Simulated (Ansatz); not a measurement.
in.yaml

```yaml
crystal:
  periodic: [false, false, false]
  atoms:
    - {symbol: O, position_ang: [-1.004673, -0.231644, 0.000000]}
    - {symbol: H, position_ang: [-1.253982, 0.694932, 0.000000]}
    - {symbol: H, position_ang: [0.307327, -0.231644, 0.000000]}
    - {symbol: S, position_ang: [1.951327, -0.231644, 0.000000]}
basis:
  gaussian: {orbitals: cc-pVDZ}
magnetization: {spin_polarized: false, initial_magnetization: 2}
correlation: {method: bccd, electrons: outside_noble_gas}
accuracy: high
```

```sh
$ ansatz run in.yaml --threads 1 --pin off --events-out ev --progress --plain --max-ram 2393MiB
```

The program prints:

```
812 factors; integrals over basis functions are off by at most 3.9e-9 eV
mean field evaluation 1: about -12878.8594 eV, gradient 4.1e1 eV
mean field evaluation 2: about -12878.8742 eV, gradient 4.1e1 eV
mean field evaluation 4: about -12880.5465 eV, gradient 2.9e1 eV
mean field evaluation 8: about -12882.7355 eV, gradient 9.8e-1 eV
mean field evaluation 16: about -12882.7530 eV, gradient 2.7e-4 eV
mean field evaluation 32: about -12882.7527 eV, gradient 5.2e-2 eV
mean field evaluation 64: about -12882.5720 eV, gradient 7.4e-2 eV
mean field evaluation 96: about -12882.6966 eV, gradient 7.3e-2 eV
mean field evaluation 128: about -12882.6890 eV, gradient 1.2e-1 eV
mean field evaluation 160: about -12882.5921 eV, gradient 3.7e0 eV
...
cycle  22  -9.42975051 eV  change   -4.6e-8 eV  update   1.4e-7
cycle  23  -9.42975043 eV  change    7.6e-8 eV  update   6.0e-8
cycle  24  -9.42975026 eV  change    1.8e-7 eV  update   1.2e-7
cycle  25  -9.42975018 eV  change    7.5e-8 eV  update   4.9e-8
cycle  26  -9.42975018 eV  change   -3.1e-9 eV  update   3.4e-8
cycle  27  -9.42975017 eV  change    1.4e-8 eV  update   2.0e-8
cycle  28  -9.42975017 eV  change    1.1e-9 eV  update   7.7e-9
cycle  29  -9.42975017 eV  change    1.0e-9 eV  update   2.9e-9
cycle  30  -9.42975017 eV  change   1.7e-10 eV  update   2.0e-9
cycle  31  -9.42975017 eV  change  -4.0e-10 eV  update   1.6e-9
Total energy: -12892.12679488 eV, -473.7769211145 hartree
```

Ran on 1 thread of Intel Xeon Platinum 8488C, shared host: 14 s wall, 0.19 GiB peak host memory.
